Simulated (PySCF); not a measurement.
# C₄H₈NP: magnetic properties

Wanted: magnetic properties for C₄H₈NP (`CCN(C)C#P`).

Programs: PySCF 2.14.0, with routines of our own; each step states its level. All values are computed. Atoms count from 0.

### Step 1. The system as given

14 atoms, charge 0, multiplicity 1; geometry from: GFN2-xTB.

### Step 2. Magnetic properties: GIAO wB97X-D/pcSseg-1

Job settings and geometry (Å):

```
{"job": {"kind": "mag", "xc": "wB97X-D", "basis": "pcSseg-1", "isotopologues": 2}, "charge": 0, "multiplicity": 1}
C      1.848435     0.346476     0.012574
C      0.614387    -0.416770     0.470496
N     -0.586319     0.063119    -0.191142
C     -1.724728    -0.826051    -0.185939
C     -0.776504     1.349568    -0.372284
P     -1.003022     2.867312    -0.663457
H      2.735796    -0.068733     0.483174
H      1.767348     1.397463     0.280026
H      1.956281     0.275029    -1.067350
H      0.718810    -1.478109     0.221292
H      0.508822    -0.333227     1.563461
H     -2.536966    -0.374076    -0.752045
H     -2.074922    -1.029059     0.833422
H     -1.448096    -1.773415    -0.654392
```

Method: GIAO wB97X-D/pcSseg-1 magnetisability, rotational g tensor and spin-rotation constants, non-relativistic, gas phase.

Command:

```bash
$ OMP_NUM_THREADS=1 python excited_run.py task.json out
```

This one command runs all jobs of the session in turn.

What it wrote:

```text
coarse grid: 11992 points
cycle   1  E = -553.0974072478  dE =  8.337e-01  |g| = 3.277e-01  |ddm| = 3.249e+00
cycle   2  E = -553.0826137054  dE =  1.479e-02  |g| = 4.451e-01  |ddm| = 7.269e-01
cycle   3  E = -553.1328259066  dE = -5.021e-02  |g| = 6.609e-02  |ddm| = 3.998e-01
cycle   4  E = -553.1339037197  dE = -1.078e-03  |g| = 2.774e-02  |ddm| = 7.716e-02
cycle   5  E = -553.1341150672  dE = -2.113e-04  |g| = 6.464e-03  |ddm| = 2.980e-02
cycle   6  E = -553.1341341980  dE = -1.913e-05  |g| = 3.306e-03  |ddm| = 1.025e-02
cycle   7  E = -553.1341394728  dE = -5.275e-06  |g| = 1.156e-03  |ddm| = 4.649e-03
final grid: 110728 points
cycle   8  E = -553.1747914203  dE = -1.692e-04  |g| = 6.460e-03  |ddm| = 3.696e-02
cycle   9  E = -553.1747903101  dE =  1.110e-06  |g| = 7.213e-03  |ddm| = 1.134e-02
cycle  10  E = -553.1748023852  dE = -1.208e-05  |g| = 1.382e-03  |ddm| = 5.810e-03
cycle  11  E = -553.1748028284  dE = -4.432e-07  |g| = 7.462e-04  |ddm| = 1.693e-03
cycle  12  E = -553.1748029918  dE = -1.634e-07  |g| = 1.753e-04  |ddm| = 8.557e-04
cycle  13  E = -553.1748030134  dE = -2.157e-08  |g| = 7.118e-05  |ddm| = 3.718e-04
cycle  14  E = -553.1748030200  dE = -6.588e-09  |g| = 2.990e-05  |ddm| = 2.227e-04
cycle  15  E = -553.1748030213  dE = -1.293e-09  |g| = 9.332e-06  |ddm| = 1.121e-04
cycle  16  E = -553.1748030214  dE = -1.012e-10  |g| = 2.377e-06  |ddm| = 3.485e-05
converged SCF energy = -553.1748030214

Magnetisability tensor (1e-30 J/T^2)
    -1240.60      -28.78      -10.26
      -28.78    -1263.53       28.00
      -10.26       28.00    -1140.17
isotropic -1214.77   principal values   -1285.28  -1227.41  -1131.61
isotropic susceptibility -73.155 1e-6 cm^3/mol

Inertial axes            a          b          c
rot. const./GHz      3.9046     2.0309     1.3870
chi total           -75.085    -76.209    -68.171
chi diamagnetic    -426.880   -658.491   -951.462
chi paramagnetic    351.795    582.282    883.291
quadrupole/D A       -0.842      4.413     -3.571
g nuclear            0.6406     0.5513     0.5705
g electronic        -0.6453    -0.5556    -0.5756
g total             -0.0047    -0.0043    -0.0051

Spin-rotation constants (kHz, H = +C I.J)
atom  isotope        aa         bb         cc
  2    14N        0.156      0.196      0.087
  5    31P        4.155      2.558      2.704
  6     1H       -0.145     -0.117     -0.151
  7     1H       -0.054     -0.163     -0.124
  8     1H       -0.439     -0.214      0.027
  9     1H       -0.017     -0.185     -0.125
 10     1H       -0.418     -0.211      0.056
 11     1H       -0.055     -0.115     -0.137
 12     1H       -0.384     -0.190      0.026
 13     1H       -0.072     -0.215     -0.078
  0    13C*       0.542      0.274      0.192
  1    13C*       0.663      0.381      0.277
  3    13C*       0.728      0.279      0.303
  4    13C*       0.074      1.058      0.753
* in the singly substituted isotopologue

Isotopologues: g along a, b, c
2H    at 6,7,8,9,10,11,    -0.0038    -0.0044    -0.0049
13C   at 0                 -0.0046    -0.0043    -0.0051
```

Run time: 28 s. Hardware: 1 thread of Arm Neoverse V2, shared host; peak memory 0.76 GiB.

Key values:

```tsv
quantity	value
magnetisability	-1215·10⁻³⁰ J/T²
molar susceptibility	-73.2·10⁻⁶ cm³/mol
rotational g (a, b, c)	-0.0047, -0.0043, -0.0051
```

The fields below are evaluated on a grid from the run's orbitals.

Frontier orbitals at wB97X-D/pcSseg-1, with the share of their density that lies nearest to each atom:

```tsv
orbital	energy (eV)	lies on
HOMO	-7.52	P5 51 %; N2 25 %; C4 14 %
LUMO	0.94	P5 56 %; C4 30 %
```

ELF in a plane through or near 9 of the atoms.

Ten even steps from ' ' (0.00) to '@' (1.00):
```
                                                        
                                                        
                                                        
                                                        
                                                        
                      --%%%%**                          
          ::++--    ::##@@@@@@::    ....                
        ##@@@@@@##..::##@@@@@@::  ::====::              
      ::@@@@@@@@@@++##++--==++..::==++**++::            
        **%%@@@@++::%%@@::##%%**%%##--::**==::          
          ..--####++++++::**++--**##++%%@@@@%%++        
          ..##@@@@@@++    ==##%%**::  ++@@@@%%++        
          ..##@@@@##..  ****..==++**..    ....          
              ..      --##%%%%##%%%%**::                
                    --++**::....++**++--..              
                  ..++####..++==++##**::..              
                  ..==##@@@@%%%%@@%%++::                
                    ::==##%%%%%%##++::                  
                        ..------::..                    
                                                        
```
The map spans 10.5 Å across and 11.4 Å up, centred on the molecule. Atoms in the plane (x, y in Å): C0 (-1.9, 0.1), C1 (-0.5, 0.6), N2 (0.6, -0.2), C3 (1.9, 0.3), C4 (0.4, -1.5), P5 (0.3, -3.1), H6 (-2.7, 0.8), H7 (-2.1, -0.9), H9 (-0.3, 1.6).

On the surface of density 0.002 e/bohr³ the electrostatic potential runs, from the 1st to the 99th percentile, from -1.02 V near P5 to 1.07 V near H9.

### Step 3. Magnetic properties: GIAO wB97X/def2-SVP in acetonitrile

Settings changed since step 2:

```diff
@@ -1,2 +1,2 @@
-{"job": {"kind": "mag", "xc": "wB97X-D", "basis": "pcSseg-1", "isotopologues": 2}, "charge": 0, "multiplicity": 1}
+{"job": {"kind": "mag", "xc": "wB97X", "basis": "def2-SVP", "scf": {"conv": 1e-11}, "solvent": "acetonitrile"}, "charge": 0, "multiplicity": 1}
 C      1.848435     0.346476     0.012574
```

Level: GIAO wB97X/def2-SVP magnetisability, non-relativistic, IEF-PCM acetonitrile.

What it wrote:

```text
final grid: 110728 points
cycle   1  E = -552.9358931345  dE =  8.534e-01  |g| = 3.296e-01  |ddm| = 3.734e+00
cycle   2  E = -552.9410354764  dE = -5.142e-03  |g| = 3.549e-01  |ddm| = 7.281e-01
cycle   3  E = -552.9728302190  dE = -3.179e-02  |g| = 4.331e-02  |ddm| = 3.479e-01
cycle   4  E = -552.9735034678  dE = -6.732e-04  |g| = 2.126e-02  |ddm| = 7.854e-02
cycle   5  E = -552.9736568125  dE = -1.533e-04  |g| = 4.627e-03  |ddm| = 2.759e-02
cycle   6  E = -552.9736842463  dE = -2.743e-05  |g| = 2.819e-03  |ddm| = 1.456e-02
cycle   7  E = -552.9736923713  dE = -8.125e-06  |g| = 1.173e-03  |ddm| = 7.654e-03
cycle   8  E = -552.9736948634  dE = -2.492e-06  |g| = 5.179e-04  |ddm| = 5.086e-03
cycle   9  E = -552.9736952047  dE = -3.413e-07  |g| = 1.592e-04  |ddm| = 2.086e-03
cycle  10  E = -552.9736952331  dE = -2.834e-08  |g| = 4.822e-05  |ddm| = 8.148e-04
cycle  11  E = -552.9736952347  dE = -1.638e-09  |g| = 1.761e-05  |ddm| = 1.960e-04
cycle  12  E = -552.9736952349  dE = -1.924e-10  |g| = 5.043e-06  |ddm| = 7.389e-05
cycle  13  E = -552.9736952349  dE = -1.364e-11  |g| = 1.089e-06  |ddm| = 2.320e-05
cycle  14  E = -552.9736952349  dE =  0.000e+00  |g| = 3.426e-07  |ddm| = 4.047e-06
converged SCF energy = -552.9736952349

Magnetisability tensor (1e-30 J/T^2)
    -1245.64      -29.38      -12.28
      -29.38    -1258.23       25.56
      -12.28       25.56    -1145.74
isotropic -1216.54   principal values   -1283.15  -1229.47  -1136.99
isotropic susceptibility -73.262 1e-6 cm^3/mol

Inertial axes            a          b          c
rot. const./GHz      3.9046     2.0309     1.3870
chi total           -74.830    -76.453    -68.502
chi diamagnetic    -425.559   -658.010   -950.936
chi paramagnetic    350.729    581.557    882.435
quadrupole/D A       -1.767      4.913     -3.146
```

Run time: 21 s. Hardware: 1 thread of Arm Neoverse V2, shared host; peak memory 0.8 GiB.

In short:

```tsv
quantity	value
magnetisability	-1217·10⁻³⁰ J/T²
molar susceptibility	-73.3·10⁻⁶ cm³/mol
```

### Step 4. Magnetic properties: GIAO wB97X/ANO-RCC-VDZP

Settings changed since step 3:

```diff
@@ -1,2 +1,2 @@
-{"job": {"kind": "mag", "xc": "wB97X", "basis": "def2-SVP", "scf": {"conv": 1e-11}, "solvent": "acetonitrile"}, "charge": 0, "multiplicity": 1}
+{"job": {"kind": "mag", "xc": "wB97X", "basis": "ANO-RCC-VDZP"}, "charge": 0, "multiplicity": 1}
 C      1.848435     0.346476     0.012574
```

With the program's defaults for keys left out, this is: GIAO wB97X/ANO-RCC-VDZP magnetisability, rotational g tensor and spin-rotation constants, non-relativistic, gas phase.

What it wrote:

```text
coarse grid: 11992 points
cycle   1  E = -553.0624192801  dE =  9.193e-01  |g| = 3.529e-01  |ddm| = 5.123e+00
cycle   2  E = -553.0519539485  dE =  1.047e-02  |g| = 4.583e-01  |ddm| = 9.420e-01
cycle   3  E = -553.1068661633  dE = -5.491e-02  |g| = 5.233e-02  |ddm| = 5.097e-01
cycle   4  E = -553.1077368417  dE = -8.707e-04  |g| = 2.755e-02  |ddm| = 9.156e-02
cycle   5  E = -553.1079742631  dE = -2.374e-04  |g| = 5.966e-03  |ddm| = 3.584e-02
cycle   6  E = -553.1080016716  dE = -2.741e-05  |g| = 3.623e-03  |ddm| = 1.545e-02
cycle   7  E = -553.1080119345  dE = -1.026e-05  |g| = 1.372e-03  |ddm| = 9.441e-03
cycle   8  E = -553.1080150402  dE = -3.106e-06  |g| = 6.284e-04  |ddm| = 6.503e-03
final grid: 110728 points
cycle   9  E = -553.1101641740  dE = -7.408e-05  |g| = 5.724e-03  |ddm| = 3.506e-02
cycle  10  E = -553.1101631746  dE =  9.993e-07  |g| = 6.159e-03  |ddm| = 1.276e-02
cycle  11  E = -553.1101729219  dE = -9.747e-06  |g| = 1.101e-03  |ddm| = 6.760e-03
cycle  12  E = -553.1101732206  dE = -2.987e-07  |g| = 4.697e-04  |ddm| = 1.450e-03
cycle  13  E = -553.1101732835  dE = -6.299e-08  |g| = 1.299e-04  |ddm| = 6.239e-04
cycle  14  E = -553.1101732932  dE = -9.638e-09  |g| = 4.767e-05  |ddm| = 2.951e-04
cycle  15  E = -553.1101732966  dE = -3.459e-09  |g| = 2.137e-05  |ddm| = 2.222e-04
cycle  16  E = -553.1101732973  dE = -7.010e-10  |g| = 7.377e-06  |ddm| = 1.041e-04
converged SCF energy = -553.1101732973

Magnetisability tensor (1e-30 J/T^2)
    -1234.36      -27.77       -9.81
      -27.77    -1261.95       26.71
       -9.81       26.71    -1137.99
isotropic -1211.43   principal values   -1281.43  -1222.71  -1130.16
isotropic susceptibility -72.954 1e-6 cm^3/mol

Inertial axes            a          b          c
rot. const./GHz      3.9046     2.0309     1.3870
chi total           -74.951    -75.837    -68.075
chi diamagnetic    -426.790   -658.065   -951.142
chi paramagnetic    351.839    582.228    883.067
quadrupole/D A       -0.521      4.161     -3.641
g nuclear            0.6406     0.5513     0.5705
g electronic        -0.6454    -0.5555    -0.5754
g total             -0.0048    -0.0043    -0.0050

Spin-rotation constants (kHz, H = +C I.J)
atom  isotope        aa         bb         cc
  2    14N        0.152      0.182      0.082
  5    31P        3.821      2.295      2.486
  6     1H       -0.145     -0.115     -0.151
  7     1H       -0.057     -0.162     -0.124
  8     1H       -0.444     -0.212      0.028
  9     1H       -0.010     -0.185     -0.124
 10     1H       -0.414     -0.211      0.057
 11     1H       -0.057     -0.115     -0.136
 12     1H       -0.386     -0.188      0.027
 13     1H       -0.073     -0.213     -0.078
  0    13C*       0.500      0.255      0.176
  1    13C*       0.620      0.355      0.264
  3    13C*       0.669      0.257      0.289
  4    13C*       0.035      1.021      0.720
* in the singly substituted isotopologue
```

It took 45 s on 1 thread of Arm Neoverse V2, shared host; peak memory 0.72 GiB.

From this job:

```tsv
quantity	value
magnetisability	-1211·10⁻³⁰ J/T²
molar susceptibility	-73.0·10⁻⁶ cm³/mol
rotational g (a, b, c)	-0.0048, -0.0043, -0.0050
```

### Step 5. Magnetic properties side by side

```tsv
level	ξ (10⁻³⁰ J/T²)	g(a)	g(b)	gap (eV)	functions	time
GIAO wB97X-D/pcSseg-1	-1215	-0.0047	-0.0043	8.46	149	28 s
GIAO wB97X/ANO-RCC-VDZP	-1211	-0.0048	-0.0043	9.16	128	45 s
```

### Step 6. Summary of results

| quantity | value |
| --- | --- |
| magnetisability (step 2, GIAO wB97X-D/pcSseg-1) | -1215·10⁻³⁰ J/T² |
| molar susceptibility (step 2, GIAO wB97X-D/pcSseg-1) | -73.2·10⁻⁶ cm³/mol |
| rotational g (a, b, c) (step 2, GIAO wB97X-D/pcSseg-1) | -0.0047, -0.0043, -0.0051 |
| surface potential, 1st and 99th percentile | -1.02 V and 1.07 V |
| magnetisability over the levels | -1215 to -1211·10⁻³⁰ J/T² |

What this shows: The magnetisability spreads by 0.3 % over 2 levels, from GIAO wB97X-D/pcSseg-1 (28 s) to GIAO wB97X/ANO-RCC-VDZP (45 s); the runs took 28 s to 45 s. Two levels can agree by chance, so this spread shows no convergence. Vibrational averaging and real surroundings are missing from these values.
